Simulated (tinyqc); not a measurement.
The basis set: RHF and MP2 along a ladder of basis sets, for H2O, spin multiplicity 1. Computed by the program tinyqc with PySCF. Same geometry throughout; the dipole is taken about the origin.

Geometry (angstrom):

| atom | x | y | z |
|---|---|---|---|
| O | 0.0000 | 0.0000 | 0.0000 |
| H | 0.0000 | 0.7520 | 0.4780 |
| H | 0.0000 | -0.7480 | 0.4750 |

RHF and frozen-core MP2 in a ladder of bases:

| basis | functions | E(RHF) (hartree) | E(MP2 corr) (hartree) | HOMO (eV) | LUMO (eV) | dipole (debye) |
|---|---|---|---|---|---|---|
| sto-3g | 7 | -74.933281 | -0.028979 | -10.5749 | 17.8413 | 1.7181 |
| 3-21g | 13 | -75.572160 | -0.115557 | -13.0034 | 7.8056 | 2.2350 |
| 6-31g | 13 | -75.976548 | -0.121192 | -13.6436 | 6.0476 | 2.3987 |
| 6-31g** | 24 | -76.014460 | -0.189007 | -13.5637 | 6.3181 | 1.9274 |
| cc-pvdz | 24 | -76.016939 | -0.196205 | -13.4828 | 5.4105 | 1.8182 |
| aug-cc-pvdz | 41 | -76.032941 | -0.213188 | -13.9629 | 1.0148 | 1.7662 |
| cc-pvtz | 58 | -76.049774 | -0.256117 | -13.8125 | 4.0974 | 1.7940 |

What does the comparison show, and why?

From cc-pVDZ to cc-pVTZ the RHF energy falls by 32.8 mhartree and the correlation energy by 59.9. If valence correlation converges as X^-3, (27 E(T) - 8 E(D))/19 gives -0.2813 hartree, a rough estimate from such small X that usually falls short; STO-3G holds about 10 % of it. Beyond STO-3G the LUMO moves by 6.8 eV and the HOMO by 1.0 eV; diffuse functions lower the positive LUMO sharply, since an unbound virtual level tracks the most diffuse function.
